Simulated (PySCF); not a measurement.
## PH₂⁺ to PH₄⁺: adding ligands

Level: PBE0 in the def2-TZVP basis family, all electrons, no relativity, computed in PySCF with density fitting; open shells unrestricted.

Each entry is the lowest minimum that a search over a few typed start shapes (and spin states, where more than one is plausible) found, or that minimum re-optimised at the stated level; isomers with ligand–ligand bonds, or fragments after loss of a ligand pair, can lie lower.

| molecule | 2S+1 | point group | mean bond to P (Å) | dipole (D) | highest ω (cm⁻¹) | lowest ω (cm⁻¹) |
| --- | --- | --- | --- | --- | --- | --- |
| PH₂⁺ | 1 | C2v | 1.429 | 1.17 | 2401 | 1126 |
| PH₃⁺ | 2 | C3v | 1.405 | 0.52 | 2539 | 725 |
| PH₄⁺ | 1 | Td | 1.401 | 0.00 | 2558 | 980 |

The bond shortens at every step; the largest change, -0.024 Å, falls between PH₂⁺ and PH₃⁺ among the members listed.

The shape changes along the series: C2v for PH₂⁺; C3v for PH₃⁺; Td for PH₄⁺.

Left out of the table are members whose search was unfinished or whose lowest solution was spin-contaminated, unstable, very soft or bonded differently.
